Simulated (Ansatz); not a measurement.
Relaxed structures of CH3BS, closed shell (PBE0-D4/def2-TZVP; forces vanish, vibrations not checked; lower isomers may exist, and structures with a doubtful reference or unclear bonds are left out; Å). Computed with Ansatz 0.2.0 (basis: def2-TZVPP); correlated methods freeze the cores.

**Question.** Rank them by CCSD(T) energy, lowest first, and give each one's height above the lowest. Links in brackets join atoms within 1.22 times the sum of their covalent radii (1.1 for two metals). (An estimate is asked for; the value comes from the calculation.)
A.
CH₃BS ([CH2][B][SH])
```
6
angstrom
C -0.1024 0.3821 0.0112
B 0.7143 -0.5205 0.6679
S 1.7657 -1.5625 1.5684
H -1.1487 0.5107 0.2682
H 0.2568 1.0038 -0.8022
H 1.5969 -2.6802 0.8331
```
B.
CH₃BS ([BH3][C][S])
```
6
angstrom
C 0.5125 -0.6629 0.4063
B -0.3060 0.3958 -0.2426
S 1.3490 -1.7448 1.0693
H -1.0887 0.7886 0.6013
H 0.4713 1.2628 -0.5932
H -0.8658 -0.1332 -1.1837
```
C.
CH₃BS ([CH3][B][S])
```
6
angstrom
C -0.3205 0.4147 -0.2541
B 0.5186 -0.6704 0.4110
S 1.4034 -1.8154 1.1125
H -1.0544 0.8210 0.4468
H 0.3120 1.2365 -0.5995
H -0.8591 0.0135 -1.1166
```

**Answer.** Computed: C (0.00 kcal/mol), A (42.19 kcal/mol), B (64.12 kcal/mol). Heights count from the lowest.

No T1 diagnostic of these runs exceeds 0.021.

For scale, one of the runs: CCSD(T)/def2-TZVPP, 146 basis functions, launched by `ansatz run in.yaml --threads 2 --pin off --events-out ev --progress --plain --max-ram 4352MiB`. Time: 3.5 s of wall clock on 2 CPU threads of an AMD EPYC 9B45; the host was shared. Peak host memory: 0.86 GiB.
